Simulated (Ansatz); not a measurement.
Rock-salt LiCl was calculated with r²SCAN in Ansatz (plane waves, PAW).

Total energies, extrapolated to zero smearing (they compare only within this program, potentials and cutoff; free atoms with spin allowed, lowest state found):

```json
[
 {"system": "rock-salt LiCl, relaxed", "energy (eV/atom)": "-646.3967"},
 {"system": "free Li atom", "energy (eV/atom)": "-203.5569"},
 {"system": "free Cl atom", "energy (eV/atom)": "-1082.2203"}
]
```

Question: Work out the cohesive energy per atom.

Answer: E_coh = [1 × (-203.5569) + 1 × (-1082.2203)]/2 − (-646.3967) = 3.51 eV/atom. The reference value is 3.59 eV/atom (measured, static lattice: zero-point vibration energy added; as tabulated in Mejia-Rodriguez and Trickey (2018), arXiv:1807.09216), a difference of -0.08 eV/atom.

The PAW data were made under PBE.

Ansatz is a first-principles code.
